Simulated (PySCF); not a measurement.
Compound: C5H4O.
SMILES: `C#C/C=C\C=O`

Torsions of this conformer, `[CH:1]#[C:2]/[CH:3]=[CH:4]\[CH:5]=[O:6]`: C3–C4–C5–O6 180°.

The closed-shell ground state was solved at several levels (PySCF, density fitting, gas phase, non-relativistic). Isolated species at its PBE0-D3(BJ)/def2-SVP geometry (one conformer only).

```json
{"level": "PBE0/pcSseg-1", "basis functions": "122", "HOMO (eV)": "-7.53", "LUMO (eV)": "-2.51", "gap (eV)": "5.02", "dipole (D)": "3.29"}
{"level": "PBE0/def2-SVPD", "basis functions": "155", "HOMO (eV)": "-7.60", "LUMO (eV)": "-2.58", "gap (eV)": "5.02", "dipole (D)": "3.47"}
{"level": "B3LYP/pcJ-1", "basis functions": "202", "HOMO (eV)": "-7.26", "LUMO (eV)": "-2.67", "gap (eV)": "4.59", "dipole (D)": "3.31"}
```

**Question.** What might KT2/pcSseg-2 (272 basis functions) give for the same quantities?

**Answer.** HOMO -6.11 eV, LUMO -3.39 eV, gap 2.72 eV, dipole 3.30 D.

**Question.** How far do the dipole and the HOMO energy spread over the levels?

**Answer.** The dipole runs from 3.29 to 3.47 D (mean 3.34 D) and the HOMO from -7.60 to -6.11 eV.
